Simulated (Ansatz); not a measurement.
Reaction (SMILES): [NH2] (NH2) → 2 H atom + N atom
B3LYP-D3(BJ)/def2-TZVP geometries, fixed; electronic energies without zero-point terms.
Largest species:
```
N
H 1 1.0284
H 1 1.0284 2 103.25
```
Charge 0, spin multiplicity 2.

The atomisation energy at CCSD(T) with Ansatz (an electronic-structure program), in kcal/mol, split into its Hartree-Fock and correlation parts. Cores are frozen. Open shells are unrestricted. No added dispersion term, no relativity. Functions are those of the species that has most.

```
basis    X  functions  Hartree-Fock  CCSD(T)
-------  -  ---------  ------------  -------
cc-pVDZ  2         24        111.27   160.43
cc-pVTZ  3         58        116.40   175.24
cc-pVQZ  4        115        117.25   179.51
cc-pV5Z  5        201        117.56   180.94
```

Worked estimate of the basis-set limit from each neighbouring pair, with Hartree-Fock from the larger set and the correlation part extrapolated as X^-3.
Correlation parts: X = 2: 49.16, X = 3: 58.84, X = 4: 62.26, X = 5: 63.38.
- (2,3): (27·(58.84) - 8·(49.16))/19 = 62.92; with Hartree-Fock 116.40 the estimate is 179.32 kcal/mol.
- (3,4): (64·(62.26) - 27·(58.84))/37 = 64.76; with Hartree-Fock 117.25 the estimate is 182.01 kcal/mol.
- (4,5): (125·(63.38) - 64·(62.26))/61 = 64.56; with Hartree-Fock 117.56 the estimate is 182.12 kcal/mol.
The last two estimates differ by 0.11 kcal/mol; the largest set lies 1.18 from the last. Over the last step Hartree-Fock moves by 0.31 and the correlation part by 1.12.
